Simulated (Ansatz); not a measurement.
## Worked example: correlation energy of H$_{3}$Si–BH$_{2}$⁺, doublet

Geometry: that of the H3Si–BH2, singlet, kept fixed.

```csv
atom,x (Å),y (Å),z (Å)
Si,0.0000,0.0022,0.5789
B,0.0000,0.0095,-1.4317
H,0.0000,1.3466,1.2152
H,1.2022,-0.7415,1.0572
H,-1.2022,-0.7415,1.0572
H,0.0000,1.0072,-2.0896
H,0.0000,-1.0351,-2.0149
```

Basis cc-pVDZ; Ansatz 0.2.0. Only valence electrons are correlated (noble-gas cores frozen), which leaves 11 electrons in 51 orbitals. Prefix R: restricted or restricted open-shell reference; prefix U: unrestricted.

Full CI isn't at hand for all of this; UCCSDT(Q) serves as the reference, and is uncertain by the last step of the cluster series or more.

UCCSD has a T1 diagnostic of 0.017 and a largest doubles amplitude of 0.03.

Runs differ by some tens of microhartree through their thresholds and, for an open shell, their frozen cores, so steps under 0.03 kcal/mol mean nothing.

```
    level  total energy (hartree)
      UHF             -316.108108
     UMP2             -316.273074
    UCCSD             -316.319285
 UCCSD(T)             -316.324014
   UCCSDT             -316.325321
UCCSDT(Q)             -316.325455
```

**Question.** What is the correlation energy at UCCSDT(Q), and what share of it do UMP2 and UCCSDT recover?

**Answer.** E(corr) = -316.325455 − (-316.108108) = -0.217347 hartree = -5.914 eV. UMP2: -0.164966 / -0.217347 = 75.90 %. UCCSDT: -0.217213 / -0.217347 = 99.94 %.

**Question.** By how many kcal/mol does UCCSD(T) miss UCCSDT(Q) (1 hartree = 627.509 kcal/mol), and which steps make up the rest?

**Answer.** -316.324014 − (-316.325455) = 0.001441 hartree = 0.90 kcal/mol. Steps: UCCSDT − UCCSD(T) = -0.82, UCCSDT(Q) − UCCSDT = -0.08 kcal/mol. Differences between like states or geometries often cancel part of this.
